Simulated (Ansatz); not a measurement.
**BNH3 (quartet): wave-function methods side by side at distance B1–H4 along a hydrogen transfer = 1.110 Å, cc-pVDZ**

How much of the correlation energy of BNH3 (quartet) does each wave-function method recover here?

Method: cc-pVDZ, core rule «outside noble gas», up to 2 orbitals frozen; program: Ansatz 0.2.0, Gaussian basis.

To be run: UHF; CCSD(T) on ROHF; CCSD(T) on UHF; BCCD(T) on ROHF; CISD; CCSDT(Q) on ROHF; CCSDT(Q) on UHF; CASSCF and MRCISD+Q, 5 electrons in 5 orbitals; CASSCF and NEVPT2, 5 electrons in 5 orbitals; CASSCF and NEVPT2, 11 electrons in 11 orbitals.

15 further runs of the same task are left out: 6 for a known fault of the program, 1 for a mislabelled method, 7 that didn't finish, 1 set aside as unsound or not needed.

## Step 1: The system

The geometry derives from fragments relaxed apart (PBE0/def2-TZVP) and kept rigid, so it is no stationary point. A hydrogen atom is moved between rigid fragments.

5 atoms, charge 0, spin multiplicity 4.

Atoms are counted from 1 here; the program's logs count them from 0.

Bond lengths: B1–H2 1.193 Å, B1–H3 1.193 Å, B1–H4 1.110 Å. Angles: H2–B1–H3 120.0°, H2–B1–H4 120.0°, H3–B1–H4 120.0°.

## Step 2: UHF

Contents of in.yaml:

```yaml
crystal:
  periodic: [false, false, false]
  atoms:
    - {symbol: B, position_ang: [-1.281359, 0.000000, 0.000000]}
    - {symbol: H, position_ang: [-1.878092, 1.033571, 0.000000]}
    - {symbol: H, position_ang: [-1.878092, -1.033571, 0.000000]}
    - {symbol: H, position_ang: [-0.171359, 0.000000, 0.000000]}
    - {symbol: N, position_ang: [1.271641, 0.000000, 0.000000]}
basis:
  gaussian: {orbitals: cc-pVDZ}
magnetization: {spin_polarized: true, initial_magnetization: 3}
hamiltonian: {xc: hf}
output: {orbitals: {seedname: orbitals}}
```

The run is started by

```bash
ansatz run in.yaml --threads 1 --pin off --events-out ev --progress --plain --max-ram 2393MiB
```

After this run come: CCSD(T) on ROHF; CCSD(T) on UHF; BCCD(T) on ROHF; CISD; CCSDT(Q) on ROHF; CCSDT(Q) on UHF; CASSCF and MRCISD+Q, 5 electrons in 5 orbitals; CASSCF and NEVPT2, 5 electrons in 5 orbitals; CASSCF and NEVPT2, 11 electrons in 11 orbitals.

Q: Predict the results of all the runs planned. Wanted: UCCSDT(Q) below the RHF energy; RMP2 from UCCSDT(Q); UMP2 from UCCSDT(Q); RCCSD from UCCSDT(Q); RCCSD(T) from UCCSDT(Q); UCCSD(T) from UCCSDT(Q); RCCSDT(Q) from UCCSDT(Q); NEVPT2 pair from UCCSDT(Q); MRCISD+Q pair from UCCSDT(Q).

The runs gave:

| quantity | value |
| --- | --- |
| UCCSDT(Q) below the RHF energy | -6.0269 eV |
| RMP2 from UCCSDT(Q) | +1219.1 meV |
| UMP2 from UCCSDT(Q) | +1201.1 meV |
| RCCSD from UCCSDT(Q) | +108.1 meV |
| RCCSD(T) from UCCSDT(Q) | +22.9 meV |
| UCCSD(T) from UCCSDT(Q) | +21.2 meV |
| RCCSDT(Q) from UCCSDT(Q) | +1.8 meV |
| NEVPT2 pair from UCCSDT(Q) | +1222.5 meV |
| MRCISD+Q pair from UCCSDT(Q) | -4.3 meV |
| NEVPT2 valence from UCCSDT(Q) | +1134.8 meV |
| levels within 1 kcal/mol (43 meV) | RCCSD(T), UCCSD(T), BCCD(T), RCCSDT, UCCSDT, RCCSDT(Q), MRCISD+Q pair |
| T1 diagnostic | 0.017 |
| effectively unpaired electrons | 3.01 |

RCCSD(T) misses by +22.9 meV, 0.4 % of the correlation energy. One determinant dominates. Of the multireference levels listed MRCISD+Q pair comes nearest in total energy (-4.3 meV), which doesn't show that its space is the better one. These misses are within one basis, not against nature; the frozen cores of restricted and unrestricted runs differ, which can shift their rows.
